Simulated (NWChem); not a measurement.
Species: HS anion

```xyz
2

S      0.0000     0.0000    -0.0894
H      0.0000     0.0000     1.2685
```
Atoms are numbered in this order, from 1.

Level: B3LYP/def2-SVPD (NWChem), optimised geometry, unscaled harmonic frequencies. The highest occupied level is positive, so the extra electron may be held by the finite basis.

### Question
List the harmonic frequencies with IR intensities, and the thermochemistry.

### Answer
```json
[
 {"frequency (cm⁻¹)": "2624", "IR intensity (km/mol)": "75.9"}
]
```

The zero-point energy is 3.8 kcal/mol, the thermal correction to the enthalpy at 298.15 K (with zero-point energy) is 5.8 kcal/mol and the heat capacity Cv comes out as 5.0 cal/(mol K). The entropy at 298.15 K and 1 atm (symmetry number 1) is 44.5 cal/(mol K).

Rigid rotor and harmonic oscillator.
